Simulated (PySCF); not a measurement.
**Al₂H₆: from HF to coupled cluster**

Aim: at the PBE0 minimum of singlet Al₂H₆, found before, compare methods on energies and levels.

Program: PySCF 2.14.0. Level of theory: several methods, basis Al def2-TZVP, H def2-TZVP, no relativity, density fitting. These are calculated values, not measurements.

## (1) The starting structure

8 atoms, charge 0, spin multiplicity 1.

Bond lengths: Al1–Al2 2.600 Å, Al1–H3 1.741 Å, Al1–H4 1.741 Å, Al1–H5 1.578 Å, Al1–H6 1.578 Å, Al2–H3 1.741 Å, Al2–H4 1.741 Å, Al2–H7 1.578 Å, Al2–H8 1.578 Å. Angles: Al2–Al1–H3 41.7°, Al2–Al1–H4 41.7°, Al2–Al1–H5 115.9°, Al2–Al1–H6 115.9°, H3–Al1–H4 83.4°, H3–Al1–H5 109.1°, H3–Al1–H6 109.1°, H4–Al1–H5 109.1°, H4–Al1–H6 109.1°, H5–Al1–H6 128.1°, Al1–Al2–H3 41.7°, Al1–Al2–H4 41.7°, Al1–Al2–H7 115.9°, Al1–Al2–H8 115.9°, H3–Al2–H4 83.4°, H3–Al2–H7 109.1°, H3–Al2–H8 109.1°, H4–Al2–H7 109.1° and more.

Z-matrix (Å, degrees; charge 0 multiplicity 1):
```
Al
Al 1 2.6004
H  1 1.7411 2 41.69
H  1 1.7411 2 41.69 3 180.00
H  1 1.5776 2 115.93 3 90.00
H  1 1.5776 2 115.93 3 -90.00
H  2 1.5776 1 115.93 3 -90.00
H  2 1.5776 1 115.93 3 90.00
```

## (2) CCSD(T)

The steps are one call of a driver around PySCF; scf.py gives each level's set-up. Each SCF starts from the density of the minimum.

Contents of scf.py:

```python
from pyscf import gto, scf, dft
mol = gto.M(atom='''
Al     1.300225    -0.000000     0.000000
Al    -1.300225     0.000000    -0.000000
H      0.000000     1.158007    -0.000000
H     -0.000000    -1.158007     0.000000
H      1.990013     0.000000     1.418793
H      1.990013    -0.000000    -1.418793
H     -1.990013     0.000000     1.418793
H     -1.990013    -0.000000    -1.418793''',
    basis={'Al': 'def2-TZVP', 'H': 'def2-TZVP'},
    charge=0, spin=0)
mf = scf.RHF(mol)
aux = {'Al': 'def2-universal-JKFIT', 'H': 'def2-universal-JKFIT'}
mf = mf.density_fit(auxbasis=aux)
mf.conv_tol = 1e-08
mf.diis_space = 10
mf.max_cycle = 60
mf.verbose = 4
mf.kernel()
from pyscf import cc
mycc = cc.CCSD(mf, frozen=10).run()
mycc.ccsd_t()
```

Command:

```console
> OMP_NUM_THREADS=4 python axn.py task.json out
```

What it wrote:

```text
init E= -487.309770796008
  HOMO = -0.426844611869718  LUMO = 0.0653692396535384  gap/eV = 13.39382
cycle= 1 E= -487.326892977484  delta_E= -0.0171  |g|= 0.0491  |ddm|= 0.199
  HOMO = -0.43271900622053  LUMO = 0.062340036089676  gap/eV = 13.47124
cycle= 2 E= -487.327820592673  delta_E= -0.000928  |g|= 0.0114  |ddm|= 0.0463
  HOMO = -0.433417995885375  LUMO = 0.0628530034395407  gap/eV = 13.50422
cycle= 3 E= -487.327919091597  delta_E= -9.85e-05  |g|= 0.00192  |ddm|= 0.0185
  HOMO = -0.433536377631864  LUMO = 0.0629382614524374  gap/eV = 13.50976
cycle= 4 E= -487.327922345472  delta_E= -3.25e-06  |g|= 0.000132  |ddm|= 0.00398
  HOMO = -0.433519948726383  LUMO = 0.0629633461496883  gap/eV = 13.51000
cycle= 5 E= -487.32792235511  delta_E= -9.64e-09  |g|= 3.68e-05  |ddm|= 0.000245
  HOMO = -0.433520719460793  LUMO = 0.0629629785382892  gap/eV = 13.51001
Extra cycle  E= -487.327922355844  delta_E= -7.34e-10  |g|= 1.07e-05  |ddm|= 7.56e-05
converged SCF energy = -487.327922355844
CCSD nocc = 6, nmo = 100
Init t2, MP2 energy = -487.509741970325  E_corr(MP2) -0.181819614481364
RCCSD converged
E(RCCSD) = -487.5587127302276  E_corr = -0.2307903743834784
RCCSD(T) correction = -0.00452370065967158
```

This level took 18 s on 4 threads of AMD EPYC 7R43 (Zen 3), shared host.

```
energy                                                              : -487.563236 Eh
MP2 correlation in its own fitting basis (same spin, opposite spin) : -0.18309 Eh (-0.01517, -0.16793)
CCSD, (T)                                                           : -0.23079, -0.00452 Eh; T1 0.011, D1 0.020
```

## (3) HF

Changes to scf.py since step 2:

```diff
@@ -21,3 +20,0 @@
-from pyscf import cc
-mycc = cc.CCSD(mf, frozen=10).run()
-mycc.ccsd_t()
```

What it wrote:

```text
init E= -487.309770796008
  HOMO = -0.426844611869718  LUMO = 0.0653692396535401  gap/eV = 13.39382
cycle= 1 E= -487.326892977484  delta_E= -0.0171  |g|= 0.0491  |ddm|= 0.199
  HOMO = -0.432719006220529  LUMO = 0.0623400360896813  gap/eV = 13.47124
cycle= 2 E= -487.327820592674  delta_E= -0.000928  |g|= 0.0114  |ddm|= 0.0463
  HOMO = -0.433417995885373  LUMO = 0.0628530034395443  gap/eV = 13.50422
cycle= 3 E= -487.327919091596  delta_E= -9.85e-05  |g|= 0.00192  |ddm|= 0.0185
  HOMO = -0.433536377631865  LUMO = 0.0629382614524445  gap/eV = 13.50976
cycle= 4 E= -487.327922345472  delta_E= -3.25e-06  |g|= 0.000132  |ddm|= 0.00398
  HOMO = -0.433519948726392  LUMO = 0.062963346149683  gap/eV = 13.51000
cycle= 5 E= -487.32792235511  delta_E= -9.64e-09  |g|= 3.68e-05  |ddm|= 0.000245
  HOMO = -0.4335207194608  LUMO = 0.062962978538291  gap/eV = 13.51001
Extra cycle  E= -487.327922355843  delta_E= -7.33e-10  |g|= 1.07e-05  |ddm|= 7.56e-05
converged SCF energy = -487.327922355843
```

This level took under 0.5 s.

* energy: -487.327922 Eh
* Mulliken charge of Al1: +0.41 e

## (4) MP2

Changes to scf.py since step 3:

```diff
@@ -20,0 +21,2 @@
+from pyscf.mp import dfmp2
+dfmp2.DFMP2(mf, frozen=10).kernel()  # the driver gives MP2 a fitting basis of its own (RI)
```

What it wrote:

```text
init E= -487.309770796008
  HOMO = -0.426844611869722  LUMO = 0.0653692396535401  gap/eV = 13.39382
cycle= 1 E= -487.326892977484  delta_E= -0.0171  |g|= 0.0491  |ddm|= 0.199
  HOMO = -0.432719006220527  LUMO = 0.0623400360896706  gap/eV = 13.47124
cycle= 2 E= -487.327820592674  delta_E= -0.000928  |g|= 0.0114  |ddm|= 0.0463
  HOMO = -0.433417995885378  LUMO = 0.0628530034395443  gap/eV = 13.50422
cycle= 3 E= -487.327919091597  delta_E= -9.85e-05  |g|= 0.00192  |ddm|= 0.0185
  HOMO = -0.433536377631865  LUMO = 0.0629382614524481  gap/eV = 13.50976
cycle= 4 E= -487.327922345472  delta_E= -3.25e-06  |g|= 0.000132  |ddm|= 0.00398
  HOMO = -0.433519948726383  LUMO = 0.0629633461496848  gap/eV = 13.51000
cycle= 5 E= -487.32792235511  delta_E= -9.64e-09  |g|= 3.68e-05  |ddm|= 0.000245
  HOMO = -0.433520719460798  LUMO = 0.0629629785382964  gap/eV = 13.51001
Extra cycle  E= -487.327922355844  delta_E= -7.33e-10  |g|= 1.07e-05  |ddm|= 7.56e-05
converged SCF energy = -487.327922355844
```

This level took under 0.5 s.

| Item | Value |
| --- | --- |
| energy | -487.511014 Eh |
| MP2 correlation in its own fitting basis (same spin, opposite spin) | -0.18309 Eh (-0.01517, -0.16793) |

## (5) PBE0

Changes to scf.py since step 4:

```diff
@@ -13 +13,2 @@
-mf = scf.RHF(mol)
+mf = dft.RKS(mol, xc='PBE0')
+mf.grids.atom_grid = (75, 302)
@@ -21,2 +21,0 @@
-from pyscf.mp import dfmp2
-dfmp2.DFMP2(mf, frozen=10).kernel()  # the driver gives MP2 a fitting basis of its own (RI)
```

What it wrote:

```text
init E= -488.219282623585
  HOMO = -0.316591469846983  LUMO = -0.0411949674433902  gap/eV = 7.49392
cycle= 1 E= -488.219282623584  delta_E= 6.82e-13  |g|= 1.55e-06  |ddm|= 4.18e-06
  HOMO = -0.316591403183136  LUMO = -0.0411946930118994  gap/eV = 7.49393
Extra cycle  E= -488.219282623584  delta_E= 2.27e-13  |g|= 1.04e-06  |ddm|= 2.54e-06
converged SCF energy = -488.219282623584
```

This level took 0.9 s.

```
energy                 : -488.219283 Eh
Mulliken charge of Al1 : +0.27 e
```

## (6) PBE

Changes to scf.py since step 5:

```diff
@@ -13 +13 @@
-mf = dft.RKS(mol, xc='PBE0')
+mf = dft.RKS(mol, xc='PBE')
```

What it wrote:

```text
init E= -488.159926124107
  HOMO = -0.268686135470954  LUMO = -0.0689996022575485  gap/eV = 5.43375
cycle= 1 E= -488.162287583496  delta_E= -0.00236  |g|= 0.0148  |ddm|= 0.096
  HOMO = -0.270493516999192  LUMO = -0.0692054521989469  gap/eV = 5.47733
cycle= 2 E= -488.162305996547  delta_E= -1.84e-05  |g|= 0.00786  |ddm|= 0.0163
  HOMO = -0.269985936892185  LUMO = -0.0695185192410772  gap/eV = 5.45500
cycle= 3 E= -488.162317804639  delta_E= -1.18e-05  |g|= 0.00129  |ddm|= 0.00815
  HOMO = -0.269957424895892  LUMO = -0.0693691253006286  gap/eV = 5.45829
cycle= 4 E= -488.162318513304  delta_E= -7.09e-07  |g|= 0.00036  |ddm|= 0.00204
  HOMO = -0.269955837168663  LUMO = -0.069397531882446  gap/eV = 5.45747
cycle= 5 E= -488.162318555351  delta_E= -4.2e-08  |g|= 3.4e-05  |ddm|= 0.00041
  HOMO = -0.269959231100604  LUMO = -0.0693991411542356  gap/eV = 5.45752
cycle= 6 E= -488.162318555745  delta_E= -3.94e-10  |g|= 4.69e-06  |ddm|= 4.11e-05
  HOMO = -0.269959993604148  LUMO = -0.0693997408816749  gap/eV = 5.45752
Extra cycle  E= -488.162318555748  delta_E= -2.73e-12  |g|= 3.49e-06  |ddm|= 7.32e-06
converged SCF energy = -488.162318555748
```

This level took 2.1 s on 4 threads of AMD EPYC 7R43 (Zen 3), shared host.

* energy: -488.162319 Eh
* Mulliken charge of Al1: +0.24 e

## (7) B3LYP

Changes to scf.py since step 6:

```diff
@@ -13 +13 @@
-mf = dft.RKS(mol, xc='PBE')
+mf = dft.RKS(mol, xc='B3LYP')
```

What it wrote:

```text
init E= -488.516598142406
  HOMO = -0.310285674052393  LUMO = -0.0456863746058325  gap/eV = 7.20011
cycle= 1 E= -488.518283923017  delta_E= -0.00169  |g|= 0.0125  |ddm|= 0.103
  HOMO = -0.309742651001413  LUMO = -0.0474235074651386  gap/eV = 7.13807
cycle= 2 E= -488.518329797404  delta_E= -4.59e-05  |g|= 0.00656  |ddm|= 0.0282
  HOMO = -0.309708652058472  LUMO = -0.0466389588253673  gap/eV = 7.15849
cycle= 3 E= -488.518346434822  delta_E= -1.66e-05  |g|= 0.00148  |ddm|= 0.0102
  HOMO = -0.309813636687339  LUMO = -0.0467801920063557  gap/eV = 7.15750
cycle= 4 E= -488.518346790978  delta_E= -3.56e-07  |g|= 6.1e-05  |ddm|= 0.00104
  HOMO = -0.309833839710704  LUMO = -0.046801357534223  gap/eV = 7.15748
cycle= 5 E= -488.518346791972  delta_E= -9.93e-10  |g|= 1.75e-05  |ddm|= 0.000125
  HOMO = -0.309828946529136  LUMO = -0.0467955890925928  gap/eV = 7.15750
Extra cycle  E= -488.518346792056  delta_E= -8.46e-11  |g|= 9.61e-06  |ddm|= 3.67e-05
converged SCF energy = -488.518346792056
```

This level took 1.3 s.

```
energy                 : -488.518347 Eh
Mulliken charge of Al1 : +0.35 e
```

## (8) r2SCAN

Changes to scf.py since step 7:

```diff
@@ -13,2 +13,2 @@
-mf = dft.RKS(mol, xc='B3LYP')
-mf.grids.atom_grid = (75, 302)
+mf = dft.RKS(mol, xc='R2SCAN')
+mf.grids.atom_grid = (90, 434)
```

What it wrote:

```text
init E= -488.398526172069
  HOMO = -0.282442074911053  LUMO = -0.0552760417171196  gap/eV = 6.18150
cycle= 1 E= -488.399299933105  delta_E= -0.000774  |g|= 0.0138  |ddm|= 0.0988
  HOMO = -0.281894683261257  LUMO = -0.0570804158380334  gap/eV = 6.11751
cycle= 2 E= -488.399336124169  delta_E= -3.62e-05  |g|= 0.00752  |ddm|= 0.0291
  HOMO = -0.281824727492923  LUMO = -0.0560638323873004  gap/eV = 6.14327
cycle= 3 E= -488.399361140877  delta_E= -2.5e-05  |g|= 0.00201  |ddm|= 0.0137
  HOMO = -0.281887006878071  LUMO = -0.0562593188467098  gap/eV = 6.13964
cycle= 4 E= -488.39936222132  delta_E= -1.08e-06  |g|= 6.94e-05  |ddm|= 0.00185
  HOMO = -0.281903613125952  LUMO = -0.0562741329391301  gap/eV = 6.13969
cycle= 5 E= -488.399362222554  delta_E= -1.23e-09  |g|= 1.24e-05  |ddm|= 9.22e-05
  HOMO = -0.281898706429189  LUMO = -0.0562693619313208  gap/eV = 6.13969
Extra cycle  E= -488.399362222613  delta_E= -5.91e-11  |g|= 6.02e-06  |ddm|= 3.06e-05
converged SCF energy = -488.399362222613
```

This level took 4 s.

```
energy                 : -488.399362 Eh
Mulliken charge of Al1 : +0.34 e
```

## (9) wB97X

Changes to scf.py since step 8:

```diff
@@ -13,2 +13,2 @@
-mf = dft.RKS(mol, xc='R2SCAN')
-mf.grids.atom_grid = (90, 434)
+mf = dft.RKS(mol, xc='WB97X')
+mf.grids.atom_grid = (75, 302)
```

What it wrote:

```text
init E= -488.449163536271
  HOMO = -0.405239538305624  LUMO = 0.0316204602849961  gap/eV = 11.88757
cycle= 1 E= -488.45073004313  delta_E= -0.00157  |g|= 0.0129  |ddm|= 0.124
  HOMO = -0.406492494247885  LUMO = 0.0301931614512352  gap/eV = 11.88282
cycle= 2 E= -488.45083099804  delta_E= -0.000101  |g|= 0.00353  |ddm|= 0.0261
  HOMO = -0.406867466937001  LUMO = 0.0302331989978271  gap/eV = 11.89411
cycle= 3 E= -488.450840196706  delta_E= -9.2e-06  |g|= 0.00136  |ddm|= 0.00932
  HOMO = -0.406975929311606  LUMO = 0.030138511611387  gap/eV = 11.89449
cycle= 4 E= -488.450840561159  delta_E= -3.64e-07  |g|= 0.000149  |ddm|= 0.00145
  HOMO = -0.406987899125081  LUMO = 0.0301234459636177  gap/eV = 11.89441
cycle= 5 E= -488.450840574856  delta_E= -1.37e-08  |g|= 2.98e-05  |ddm|= 0.000323
  HOMO = -0.406982670455191  LUMO = 0.0301321541632937  gap/eV = 11.89450
cycle= 6 E= -488.450840575336  delta_E= -4.8e-10  |g|= 4.77e-06  |ddm|= 4.68e-05
  HOMO = -0.406982303200797  LUMO = 0.0301324966060701  gap/eV = 11.89450
Extra cycle  E= -488.450840575355  delta_E= -1.92e-11  |g|= 1.57e-06  |ddm|= 1.22e-05
converged SCF energy = -488.450840575355
```

This level took 1.6 s.

* energy: -488.450841 Eh
* Mulliken charge of Al1: +0.35 e

## (10) All levels side by side

| level | atomisation energy (kJ/mol) | −ε(HOMO) (eV) | gap (eV) | wall time |
| --- | --- | --- | --- | --- |
| CCSD(T) | 1871 | – | – | 18 s |
| HF | 1524 | 11.80 | 13.51 | under 0.5 s |
| MP2 | 1821 | – | – | under 0.5 s |
| PBE0 | 1877 | 8.61 | 7.49 | 0.9 s |
| PBE | 1862 | 7.35 | 5.46 | 2.1 s |
| B3LYP | 1917 | 8.43 | 7.16 | 1.3 s |
| r2SCAN | 1939 | 7.67 | 6.14 | 4 s |
| wB97X | 1943 | 11.07 | 11.89 | 1.6 s |

Times are for 4 threads of AMD EPYC 7R43 (Zen 3), shared host; PBE0 starts from its own converged density, so its time is not comparable. A dash stands where a species or a free atom was not run at that level, or the quantity is not defined.

Atomisation goes to high-spin atoms in their ground configurations, run at the same level, without zero-point energy.

## (11) Outcome

| quantity | value |
| --- | --- |
| atomisation energy, CCSD(T) in this basis | 1871 kJ/mol |
| orbital gap, range | 5.46 (PBE) to 13.51 (HF) eV |
| T1, D1 | 0.011, 0.020 |

**Reading.** In atomisation energy the functionals lie from -8 kJ/mol (PBE) to +72 kJ/mol (wB97X) against CCSD(T). In a basis of this size CCSD(T) binds too weakly, often by tens of kJ/mol, while functionals are nearer their limits, so this ranks no functional. HF lacks the correlation that pairing electrons in bonds brings, so it binds too weakly, by 347 kJ/mol even against this CCSD(T).
